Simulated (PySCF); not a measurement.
**How the functional moves excitation energies**

Compound: hydrogen isocyanide, CHN.
SMILES: `[C-]#[NH+]`

Linear-response calculations in the def2-SVPD basis (PySCF; singlets by full response, triplets Tamm–Dancoff, core orbitals frozen in the response; HF means time-dependent Hartree–Fock). 'Strongest' is the level of largest summed f among the singlets computed (10 roots, of which the last may lack a degenerate partner); it can jump between rows when another state enters that window. S1 is the lowest singlet of each run and needn't be the same state throughout; f(S1) is that of one state. Isolated species at its PBE0-D3(BJ)/def2-SVP geometry, gas phase.

| functional | kind | S1 (eV) | f(S1) | strongest (eV) | T1 (eV) | HOMO (eV) | gap (eV) | ionisation energy, ΔSCF (eV) |
| --- | --- | --- | --- | --- | --- | --- | --- | --- |
| LDA | LDA | 7.67 | 0.038 | 11.23 | 5.60 | -7.46 | 6.37 | 12.09 |
| PBE | GGA | 7.66 | 0.041 | 11.30 | 5.54 | -7.45 | 6.59 | 11.91 |
| B3LYP | global hybrid, 20% exact exchange | 8.06 | 0.068 | 8.06 | 5.68 | -8.84 | 8.87 | 12.13 |
| PBE0 | global hybrid, 25% exact exchange | 8.11 | 0.070 | 8.11 | 5.61 | -9.08 | 9.43 | 11.96 |
| BHandHLYP | global hybrid, 50% exact exchange | 8.25 | 0.073 | 10.72 | 5.75 | -10.67 | 12.20 | 12.04 |
| CAM-B3LYP | range-separated hybrid | 8.15 | 0.072 | 8.15 | 5.74 | -10.64 | 12.20 | 12.17 |
| wB97X-D | range-separated hybrid | 8.18 | 0.075 | 11.87 | 5.89 | -11.12 | 13.39 | 12.07 |
| LC-wPBE | range-separated hybrid | 8.23 | 0.079 | 10.80 | 5.70 | -12.10 | 15.00 | 12.05 |
| HF | Hartree–Fock | 8.00 | 0.000 | 11.37 | 5.65 | -13.23 | 16.56 | not settled |

S1 runs from 7.66 eV (PBE) to 8.25 eV (BHandHLYP), a spread of 0.59 eV, while the orbital gap spreads over 10.2 eV. −ε(HOMO) comes closest to its own ΔSCF ionisation energy with LC-wPBE (+0.06 eV) and misses most with LDA (-4.63 eV). 'Not settled' means that the ion's SCF failed to converge or may have ended in another state than the lowest.
